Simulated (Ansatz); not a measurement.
**What a trial cell of Ti2Si3 relaxes into**

All numbers below come from Ansatz 0.2.0, DFT PBE, scalar-relativistic, plane waves, PAW.

The start puts Ti2Si3 on the A-type sesquioxide structure type (P-3m1, No. 164), with Ti in place of La, Si in place of O, at a guessed volume.

Input of the last, converged step (default PAW datasets):

```yaml
crystal:
  lattice:
    - [3.613793823, 0.0, 0.0]
    - [-1.8068969115, 3.1296372548, 0.0]
    - [0.0, 0.0, 7.2004888626]
  atoms:
    - { symbol: Ti, position: [0.3333333333, 0.6666666667, 0.1955549811] }
    - { symbol: Ti, position: [0.6666666667, 0.3333333333, 0.8044450189] }
    - { symbol: Si, position: [0.0, 0.0, 0.0] }
    - { symbol: Si, position: [0.3333333333, 0.6666666667, 0.5799874958] }
    - { symbol: Si, position: [0.6666666667, 0.3333333333, 0.4200125042] }
basis:
  ecutwfc: 420
kpoints:
  mp_grid: { grid: [12, 12, 6] }
hamiltonian:
  xc: pbe
scf:
  occupations: { method: gaussian, width: 0.1 }
output:
  forces: true
  stress: true
  eigenvalues: true
relax:
  adjacent_minimum: "off"
  f_tol: 0.01
  max_steps: 80
  cell: { stress_tol: 0.05 }
```

Launched as:

```bash
ansatz run input.yaml --threads 1 --pin off --max-ram 2560MiB --backend cpu --events-out ev --progress --plain --runs-dir out
```

The run took 23 s on 1 thread of Intel(R) Xeon(R) 6975P-C (Granite Rapids), on a shared host, peak memory 0.49 GiB.

The program printed at the end:

```
SCF converged after 8 iterations
Free energy (F): -6909.086446 eV
Harris-Foulkes:  -6909.086446 eV  (|F-HF|=0.00e0)
Internal energy: -6909.080999 eV  (E = F + TS)
E sigma→0 (E₀):  -6909.083723 eV
Entropy (-TS):   -0.005447 eV (-1.089 meV/atom)
Fermi energy:    10.876055 eV
--- Per-component energies (eV) ---
  E_band       = -316.186314
  E_kinetic    = 670.060197
  E_local      = -2204.070837  (includes V_loc(G=0)·N_el)
  E_nonlocal   = 94.948897
  E_hartree    = 930.384839
  E_xc         = -363.606883
  E_vxc        = -388.305798  (∫ρ·V_xc dr)
  E_paw        = -3633.839072  (= ΣΔE_a)
  E_vpaw       = -349.588712  (= ΣTr[D̂ρ^β])
  E_aug_tail   = 0.000263  (compensation charges beyond the density's cutoff)
  E_ewald      = -2402.958403
  E_smearing   = -0.005447  (= −TS)
  E_closure    = 0.000000  (closes the sum)
  Σ components = -6909.086446   (vs F -6909.086446, Δ=0.00e0)
--- Forces (eV/Å), atoms counted from 1 ---
  atom   1  Ti     0.00000000     0.00000000    -0.00048825
  atom   2  Ti     0.00000000     0.00000000     0.00048825
  atom   3  Si     0.00000000     0.00000000     0.00000000
  atom   4  Si     0.00000000     0.00000000    -0.00088499
  atom   5  Si     0.00000000     0.00000000     0.00088499
  max |Σ_I F_I| component: 5.55e-17 eV/Å
--- Stress (GPa, compression-positive) ---
       -0.011729       0.000000       0.000000
        0.000000      -0.011729       0.000000
        0.000000       0.000000      -0.007047
  P = ⅓ Tr σ = -0.0102 GPa (-0.102 kbar)
--- Relaxed structure (3 steps of the walk, 3 accepted, 1 SCFs on fresh bases) ---
  F+E_penalty+E_count = -6909.08644623 eV   max|allowed force component| = 8.850e-4 eV/Å   (the final SCF, on the basis selected at the relaxed cell)
  cell:  # Å, volume = 81.4775 Å³
    - [3.617958, 0.000000, 0.000000]
    - [-1.808979, 3.133243, 0.000000]
    - [0.000000, 0.000000, 7.187533]
  atoms:
    - { symbol: Ti, position: [0.333333, 0.666667, 0.195070] }
    - { symbol: Ti, position: [0.666667, 0.333333, 0.804930] }
    - { symbol: Si, position: [0.000000, 0.000000, 0.000000] }
    - { symbol: Si, position: [0.333333, 0.666667, 0.579504] }
    - { symbol: Si, position: [0.666667, 0.333333, 0.420496] }
```

Total energies depend on the potentials used, so only differences within one code and one set of settings carry meaning.

The result has space group P-3m1 (No. 164). Around Ti lie 7 Si at 2.52–2.76 Å; Si on Wyckoff site a (1 atom of the primitive cell) has 6 Ti at 2.52 Å; Si on Wyckoff site d (2 atoms of the primitive cell) has 3 Si at 2.38 Å and 4 Ti at 2.64–2.76 Å.

Against the elements it lies at -0.46 eV/atom. Energies over the elements count from the elements' standard structures at the same level, with no empirical corrections.

The k mesh leaves about 4 meV/atom of noise in metals.

A structure relaxed within its symmetry needn't be a true minimum.